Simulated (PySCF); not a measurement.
**Changing the system itself: PH⁺**

One physical setting of the base script is moved in each run, with the edits that it forces.

Program: PySCF 2.14.0. Level of theory: method and basis as typed in the scripts. These are calculated values, not measurements.

2 further runs of the same task are left out: 2 that didn't finish.

## (1) Starting geometry

PH⁺: 2 atoms, charge 1, spin multiplicity 2.

Bond lengths: P1–H2 1.337 Å.

## (2) The run that the others are compared with

The input, input.py:

```python
from pyscf import gto, scf, mcscf

mol = gto.M(
    atom='P 0 0 0; H 0 0 1.337',
    basis='jorge-dzp-dkh',
    charge=1,
    spin=1,
    verbose=4,
)
mf = scf.ROHF(mol)
mf = mf.sfx2c1e()
mf.kernel()
mc = mcscf.CASSCF(mf, 5, 5)
mc.kernel()
mc.analyze()
mf.dip_moment()
print('orbital energies (hartree):', mf.mo_energy[..., max(0, mol.nelec[1]-3):mol.nelec[0]+3].round(4))
```

The run is started by

```
> OMP_NUM_THREADS=1 python input.py
```

Its log is not repeated here.

It gives: E(SCF) = -341.734439 Eh, 7 cycles, E(CAS) − E(SCF) = -0.03638 Eh.

The bond length is a typed value, not an optimised one. The dipole of an ion depends on the origin.

## (3) Bond 2.674 Å

Edit 1 changes bond length: 1.337 Å → 2.674 Å.

The input, input.py:

```python
from pyscf import gto, scf, mcscf

mol = gto.M(
    atom='P 0 0 0; H 0 0 2.674',
    basis='jorge-dzp-dkh',
    charge=1,
    spin=1,
    verbose=4,
)
mf = scf.ROHF(mol)
mf = mf.sfx2c1e()
mf.kernel()
mc = mcscf.CASSCF(mf, 5, 5)
mc.kernel()
mc.analyze()
mf.dip_moment()
print('orbital energies (hartree):', mf.mo_energy[..., max(0, mol.nelec[1]-3):mol.nelec[0]+3].round(4))
```

The run is started by

```
> OMP_NUM_THREADS=1 python input.py
```

## (4) Charge +2 (triplet)

Edit 2 changes charge: 1 → 2; spin (2S): 1 → 2; active space: 5 electrons in 5 orbitals → 2 electrons in 4 orbitals.

Changes to input.py since step 2:

```diff
@@ -5,4 +5,4 @@
     basis='jorge-dzp-dkh',
-    charge=1,
-    spin=1,
+    charge=2,
+    spin=2,
     verbose=4,
@@ -12,3 +12,3 @@
 mf.kernel()
-mc = mcscf.CASSCF(mf, 5, 5)
+mc = mcscf.CASSCF(mf, 4, 2)
 mc.kernel()
```

## (5) PCM, ε = 4.71

Edit 3 changes solvent: none (gas phase) → PCM, ε = 4.71; step after the SCF: casscf → analyze.

The input, input.py:

```python
from pyscf import gto, scf, solvent

mol = gto.M(
    atom='P 0 0 0; H 0 0 1.337',
    basis='jorge-dzp-dkh',
    charge=1,
    spin=1,
    verbose=4,
)
mf = scf.ROHF(mol)
mf = mf.sfx2c1e()
mf = solvent.PCM(mf)
mf.with_solvent.eps = 4.71
mf.kernel()
mf.analyze()
print('orbital energies (hartree):', mf.mo_energy[..., max(0, mol.nelec[1]-3):mol.nelec[0]+3].round(4))
```

## (6) Charge +2 (triplet)

Edit 4 changes charge: 1 → 2; spin (2S): 1 → 2; active space: 5 electrons in 5 orbitals → 4 electrons in 6 orbitals.

Changes to input.py since step 2:

```diff
@@ -5,4 +5,4 @@
     basis='jorge-dzp-dkh',
-    charge=1,
-    spin=1,
+    charge=2,
+    spin=2,
     verbose=4,
@@ -12,3 +12,3 @@
 mf.kernel()
-mc = mcscf.CASSCF(mf, 5, 5)
+mc = mcscf.CASSCF(mf, 6, 4)
 mc.kernel()
```

Before running it: what results should come out? Wanted: for each run, E(SCF); from base; after the SCF.

The runs gave:

```csv
run,E(SCF) (hartree),from base (eV),cycles,after the SCF
base,-341.734439,0,7,CASSCF correlation -0.990 eV
bond 2.674 Å,-341.584188,+4.0885,8,CASSCF correlation -2.596 eV
charge +2 (triplet),-340.995355,+20.1115,9,n/a
"PCM, ε = 4.71",-341.834316,-2.7178,8,n/a
charge +2 (triplet),-340.995355,+20.1115,9,CASSCF correlation -0.901 eV
```

**Reading.** The largest comparable shift of the SCF energy, +4.089 eV, comes with the run “bond 2.674 Å”. At the SCF level, going to the triplet with one electron fewer costs 20.11 eV at fixed geometry, which need not be the lowest ionisation. A continuum solvent with ε = 4.71 lowers the energy by 2.718 eV, a large gain because the system is charged.
